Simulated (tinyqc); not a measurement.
Inside a calculation. Method: Hueckel theory of the pi electrons with the omega technique, for the molecule NC=CC=O (SMILES; centres numbered as the heavy atoms are written). Computed by tinyqc, a small Python program that keeps every step. Settings: charge = 0, omega = 1.0, damping = 0.5. Command: `OMP_NUM_THREADS=1 python tinyqc.py 22371 22372 out.jsonl` (the two numbers bound the seeds that draw the settings). One thread of a shared host (Intel(R) Xeon(R) Processor @ 2.60GHz), about 0.01 s of CPU time with the checks.

## The Hueckel matrix

Centres:
```
centre  z_r, pi electrons of the neutral centre         h
1N                                            2  1.500000
2C                                            1  0.000000
3C                                            1  0.000000
4C                                            1  0.000000
5O                                            1  1.000000
```

Bonds:
```
i  j         k
1  2  0.800000
2  3         1
3  4         1
4  5         1
```

H_rr = alpha + h_r beta, H_rs = k_rs beta for bonded centres.

Hueckel matrix in units of beta (H = alpha + beta A):
```
          1N        2C        3C        4C        5O
1N  1.500000  0.800000  0.000000  0.000000  0.000000
2C  0.800000  0.000000  1.000000  0.000000  0.000000
3C  0.000000  1.000000  0.000000  1.000000  0.000000
4C  0.000000  0.000000  1.000000  0.000000  1.000000
5O  0.000000  0.000000  0.000000  1.000000  1.000000
```

## Orbitals, round 1

pi electrons, sum of z_r less the charge = 6

Diagonalise; E = alpha + x beta with beta < 0, so the largest x are filled first; degenerate levels share their electrons. P = sum n_i c_ri c_si; each orbital has its largest coefficient positive (the first on a tie).

x values: 2.048370  1.732783  0.782720  -0.489164  -1.574710

occupations: 2.000000  2.000000  2.000000  0.000000  0.000000

coefficients:
```
         MO1        MO2        MO3        MO4        MO5
1N  0.643284  -0.575412  -0.415787  -0.258916   0.123170
2C  0.440947  -0.167433   0.372794   0.643784  -0.473391
3C  0.388596   0.170205   0.624423  -0.107782   0.646917
4C  0.355041   0.462362   0.115954  -0.591060  -0.545316
5O  0.338660   0.630967  -0.533663   0.396908   0.211797
```

charge and bond-order matrix P:
```
           1N         2C         3C         4C         5O
1N   1.835583   0.449988  -0.215175  -0.171737   0.153357
2C   0.449988   0.722887   0.751267   0.244734  -0.310519
3C  -0.215175   0.751267   1.139761   0.578137  -0.188471
4C  -0.171737   0.244734   0.578137   0.706556   0.700185
5O   0.153357  -0.310519  -0.188471   0.700185   1.595213
```

## Omega technique, round 1

h_r = h_r(0) + omega q_r, omega = 1, with q_r = z_r - P_rr; 0.5 of the old diagonal is kept.

matrix after round 1:
```
          1N        2C         3C        4C        5O
1N  1.582209  0.800000   0.000000  0.000000  0.000000
2C  0.800000  0.138557   1.000000  0.000000  0.000000
3C  0.000000  1.000000  -0.069881  1.000000  0.000000
4C  0.000000  0.000000   1.000000  0.146722  1.000000
5O  0.000000  0.000000   0.000000  1.000000  0.702394
```

## Orbitals, round 2

As before.

x values: 2.101981  1.680831  0.703092  -0.439514  -1.546390

occupations: 2.000000  2.000000  2.000000  0.000000  0.000000

coefficients:
```
         MO1        MO2        MO3        MO4        MO5
1N  0.731197  -0.482960   0.400192  -0.242312   0.115035
2C  0.475070  -0.059539  -0.439769   0.612358  -0.449872
3C  0.347806   0.294543  -0.568418  -0.160137   0.665982
4C  0.280316   0.575198   0.000397  -0.553166  -0.533457
5O  0.200285   0.587874   0.568639   0.484423   0.237220
```

charge and bond-order matrix P:
```
           1N         2C         3C         4C         5O
1N   1.856104   0.400265  -0.230828  -0.145345   0.180185
2C   0.400265   0.845265   0.795336   0.197497  -0.379843
3C  -0.230828   0.795336   1.061648   0.533381  -0.160821
4C  -0.145345   0.197497   0.533381   0.818861   0.789027
5O   0.180185  -0.379843  -0.160821   0.789027   1.418122
```

## Omega technique, round 2

As before.

matrix after round 2:
```
          1N        2C         3C        4C        5O
1N  1.613052  0.800000   0.000000  0.000000  0.000000
2C  0.800000  0.146646   1.000000  0.000000  0.000000
3C  0.000000  1.000000  -0.065764  1.000000  0.000000
4C  0.000000  0.000000   1.000000  0.163930  1.000000
5O  0.000000  0.000000   0.000000  1.000000  0.642136
```

## Convergence

Each round sets h_r = h_r(0) + omega (z_r - P_rr), keeping the share named as damping of the old diagonal; repeat until output and input diagonals agree to 1e-6.

Rounds:
```
round   sum n x  largest |h(out) - h(in)|
1      9.127747                  5.95e-01
2      8.971808                  1.21e-01
3      8.970375                  2.45e-02
4      8.977835                  1.04e-02
5      8.981797                  4.49e-03
6      8.983602                  1.94e-03
7      8.984399                  8.34e-04
8      8.984746                  3.60e-04
9      8.984897                  1.55e-04
10     8.984962                  6.68e-05
11     8.984990                  2.88e-05
12     8.985003                  1.24e-05
13     8.985008                  5.35e-06
14     8.985010                  2.30e-06
15     8.985011                  9.93e-07
```

Converged in 15 rounds.

## Energy, charges, bond orders

final x values: 2.130985  1.671736  0.689785  -0.450330  -1.542175

occupations: 2.000000  2.000000  2.000000  0.000000  0.000000

final P:
```
           1N         2C         3C         4C         5O
1N   1.865532   0.385092  -0.230355  -0.132074   0.179029
2C   0.385092   0.858788   0.804312   0.179565  -0.390643
3C  -0.230355   0.804312   1.060443   0.522375  -0.153263
4C  -0.132074   0.179565   0.522375   0.841818   0.807722
5O   0.179029  -0.390643  -0.153263   0.807722   1.373419
```

E = sum n x; q_r = z_r - P_rr; bond order p = P_rs; free valence = sqrt(3) - sum of p over the bonds of the atom.

pi energy = 6 alpha + this times beta = 8.985011

pi charges: 1N 0.134468, 2C 0.141212, 3C -0.060443, 4C 0.158182, 5O -0.373419

Bond orders and lengths from R = 1.517 - 0.180 p (angstrom, C-C alone):
```
bond         p         R
1-2   0.385092         -
2-3   0.804312  1.372224
3-4   0.522375  1.422972
4-5   0.807722         -
```

free valence of the carbons: 2C 0.542647, 3C 0.405364, 4C 0.401953

gap between the highest filled and the next level = 1.140115 |beta|
